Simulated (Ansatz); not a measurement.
**Ansatz input wanted**

[P2]+: 2 atoms, total charge +1, spin state doublet. As SMILES of the parent species, `P#P`. The bond length is the one measured for the parent species. That shape belongs to the parent species and isn't relaxed for this state.

```tsv
atom	x (Å)	y (Å)	z (Å)
P	0.0000	0.0000	0.0000
P	0.0000	0.0000	1.8934
```

Settings wanted:

* basis set: STO-3G
* task: energy
* method: DFT
* functional: PBE
* reference: UKS
* relativity: none
* accuracy: high

Q: Write the Ansatz 0.2.0 input and the command.

A: This one ran through:

input.yaml:
```yaml
crystal:
  periodic: [false, false, false]
  atoms:
    - symbol: P
      position_ang: [0.000000, 0.000000, 0.000000]
    - symbol: P
      position_ang: [0.000000, 0.000000, 1.893400]
basis:
  gaussian:
    orbitals: STO-3G
magnetization:
  spin_polarized: true
  initial_magnetization: 1
total_charge: 1
accuracy: high
hamiltonian:
  xc: {name: PBE}
```

```bash
$ ansatz run input.yaml --threads 1 --pin off --max-ram 2610MiB --events-out events.jsonl --progress --plain --runs-dir runs
```

Calculated total energy: -674.32506 Eh.
